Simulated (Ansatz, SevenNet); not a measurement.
## Fluorite CeO2: properties by level of theory

Reference values: elastic constant C11 403 GPa (measured, temperature not stated, no zero-point or thermal correction; as tabulated in Atomistic and experimental study on thermal conductivity of bulk and porous …); elastic constant C44 60 GPa (measured, temperature not stated, no zero-point or thermal correction; as tabulated in Atomistic and experimental study on thermal conductivity of bulk and porous …).

```tsv
level (code)	elastic constant C11 (GPa)	elastic constant C44 (GPa)	Voigt–Reuss–Hill shear modulus (GPa)
SevenNet-l3i5	318	[?]	66.5
r²SCANh (Ansatz)	[?]	56.4	[?]
Hartree–Fock (Ansatz)	[?]	[?]	110
```

Problem. Fill in the missing entries.

Solution. 
- SevenNet-l3i5, elastic constant C44 (GPa): 46.9
- r²SCANh (Ansatz, a first-principles code), elastic constant C11 (GPa): 388
- r²SCANh (Ansatz), Voigt–Reuss–Hill shear modulus (GPa): 81.6
- Hartree–Fock (Ansatz), elastic constant C11 (GPa): 467
- Hartree–Fock (Ansatz), elastic constant C44 (GPa): 78.6

Differences from the reference values (errors of the level alone only where the reference is corrected to a static lattice):

| level | elastic constant C11 (%) | elastic constant C44 (%) |
|---|---|---|
| SevenNet-l3i5 | -21 | -22 |
| r²SCANh | -3.7 | -6.0 |
| Hartree–Fock | +15.9 | +31 |

Nearest: elastic constant C11, not ranked (reference at room or unstated temperature); elastic constant C44, not ranked (reference at room or unstated temperature).

Machine-learned potentials (SevenNet-l3i5) are trained on DFT data: a solid inside that data is no test of them.

Ansatz's density-functional and Hartree–Fock values are scalar-relativistic unless marked +SOC, with PAW data made under PBE.

The crystal itself was run without spin with r²SCANh, Hartree–Fock; a magnetic state was not tried in these runs.

Unless a cell is named, each level is at its own relaxed cell (SevenNet-l3i5 13.60, r²SCANh 13.23, Hartree–Fock 13.50 Å³/atom).

Differences are worked out from the printed values.
